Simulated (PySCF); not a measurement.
# Orbital picture of NaC

UHF at R = 2.223 Å; basis Na 6-31G(d,p), C 6-31G(d,p); no relativity; PySCF 2.14. State: ⁴Σ⁻ (quartet), unpaired electrons σ ↑, π ↑↑. Only the outer orbitals are listed, counted within each symmetry.

```tsv
spin	orbital	occ.	ε (eV)	on Na (%)	main shells (%)
α	1π	1	-41.81	100	100 Na p
α	1π	1	-41.81	100	100 Na p
α	4σ	1	-41.80	100	100 Na p
α	5σ	1	-19.93	5	95 C s
α	6σ	1	-7.85	15	85 C p, 11 Na s
α	2π	1	-7.63	7	93 C p
α	2π	1	-7.63	7	93 C p
α	7σ	0	-0.20	97	66 Na s, 31 Na p
α	3π	0	1.38	97	97 Na p
α	3π	0	1.38	97	97 Na p
β	1π	1	-41.75	100	100 Na p
β	1π	1	-41.75	100	100 Na p
β	4σ	1	-41.69	100	100 Na p
β	5σ	1	-11.08	15	84 C s
β	6σ	0	-0.21	99	65 Na s, 35 Na p
β	2π	0	1.17	100	100 Na p
β	2π	0	1.17	100	100 Na p
```

Question: Which are the highest filled and the lowest empty level, where do they sit, and how wide is the gap?

Answer: Highest filled α 2π at -7.63 eV (in %: 93 C p); lowest empty β 6σ at -0.21 eV (in %: 65 Na s, 35 Na p); the gap at UHF is 7.42 eV.

```json
{
 "bond order (Mayer)": "0.83",
 "⟨S²⟩": "3.756",
 "charge on Na (Mulliken, basis-dependent)": "0.52",
 "charge on Na (Löwdin, basis-dependent)": "0.26",
 "dipole moment (positive dipole means Na(−)C(+))": "-8.00 D",
 "polarisability along the bond": "33.5 bohr³",
 "polarisability across the bond": "23.4 bohr³"
}
```

The state is the lowest determinant that a PBE0 search found; another state may lie lower at other levels.
